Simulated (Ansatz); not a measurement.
**BH₃ (triplet): from Hartree-Fock to the top rungs at distance B1–H4 = 2.831 Å, cc-pVDZ**

Aim: climb from Hartree-Fock through coupled cluster and multireference methods for BH₃ (triplet) at one geometry and basis, and see what each rung misses.

Program: Ansatz 0.2.0, Gaussian basis. Level of theory: cc-pVDZ, core rule «outside noble gas», up to 1 orbitals frozen. These are calculated values, not measurements.

Plan: UHF; CCSD(T) on ROHF; CCSD(T) on UHF; BCCD(T) on ROHF; CISD; CCSDT(Q) on ROHF; CCSDT(Q) on UHF; CASSCF and MRCISD+Q, 4 electrons in 4 orbitals; CASSCF and NEVPT2, 4 electrons in 4 orbitals; CASSCF and MRCISD+Q, 6 electrons in 7 orbitals; CASSCF and NEVPT2, 6 electrons in 7 orbitals; Full CI.

18 further runs of the same task are left out: 14 that didn't finish, 4 set aside as unsound or not needed.

## (1) What is computed

The geometry derives from a PBE0/def2-TZVP stationary point (not a proven minimum). One bond is set to the value named and the two fragments are kept rigid.

4 atoms, charge 0, spin multiplicity 3.

Atoms are counted from 1 here; the program's logs count them from 0.

Bond lengths: B1–H2 1.281 Å, B1–H3 1.186 Å. Angles: H2–B1–H3 117.7°.

## (2) UHF

File in.yaml:

```yaml
crystal:
  periodic: [false, false, false]
  atoms:
    - {symbol: B, position_ang: [-0.152464, 0.047542, 0.184351]}
    - {symbol: H, position_ang: [0.273846, 0.586620, -0.896588]}
    - {symbol: H, position_ang: [0.571915, 0.047486, 1.123921]}
    - {symbol: H, position_ang: [0.789547, -1.144028, -2.204653]}
basis:
  gaussian: {orbitals: cc-pVDZ}
magnetization: {spin_polarized: true, initial_magnetization: 2}
hamiltonian: {xc: hf}
output: {orbitals: {seedname: orbitals}}
```

On the command line:

```bash
$ ansatz run in.yaml --threads 1 --pin off --events-out ev --progress --plain --max-ram 2393MiB
```

The runs that follow: CCSD(T) on ROHF; CCSD(T) on UHF; BCCD(T) on ROHF; CISD; CCSDT(Q) on ROHF; CCSDT(Q) on UHF; CASSCF and MRCISD+Q, 4 electrons in 4 orbitals; CASSCF and NEVPT2, 4 electrons in 4 orbitals; CASSCF and MRCISD+Q, 6 electrons in 7 orbitals; CASSCF and NEVPT2, 6 electrons in 7 orbitals; Full CI.

Q: Predict the results of all the runs planned. Wanted: FCI below the RHF energy; RMP2 from FCI; UMP2 from FCI; RCCSD from FCI; RCCSD(T) from FCI; UCCSD(T) from FCI; RCCSDT(Q) from FCI; UCCSDT(Q) from FCI; NEVPT2 pair from FCI.

The runs gave:

```
                         quantity                                                                                               value
         FCI below the RHF energy                                                                                          -2.4716 eV
                    RMP2 from FCI                                                                                          +604.6 meV
                    UMP2 from FCI                                                                                          +600.5 meV
                   RCCSD from FCI                                                                                           +47.5 meV
                RCCSD(T) from FCI                                                                                           +12.1 meV
                UCCSD(T) from FCI                                                                                           +12.0 meV
               RCCSDT(Q) from FCI                                                                                            +0.2 meV
               UCCSDT(Q) from FCI                                                                                             0.0 meV
             NEVPT2 pair from FCI                                                                                          +593.1 meV
           MRCISD+Q pair from FCI                                                                                            -8.6 meV
          NEVPT2 valence from FCI                                                                                          +488.9 meV
levels within 1 kcal/mol (43 meV)  RCCSD(T), UCCSD(T), BCCD(T), RCCSDT, UCCSDT, RCCSDT(Q), UCCSDT(Q), MRCISD+Q pair, MRCISD+Q valence
                    T1 diagnostic                                                                                               0.014
   effectively unpaired electrons                                                                                                2.02
```

RCCSD(T) misses by +12.1 meV, 0.5 % of the correlation energy. MRCISD+Q pair falls below full CI: the +Q correction isn't variational, and the cores differ from full CI's. One determinant dominates. Of the multireference levels listed MRCISD+Q pair comes nearest in total energy (-8.6 meV), which doesn't show that its space is the better one. These misses are within one basis, not against nature; the frozen cores of restricted and unrestricted runs differ, which can shift their rows.
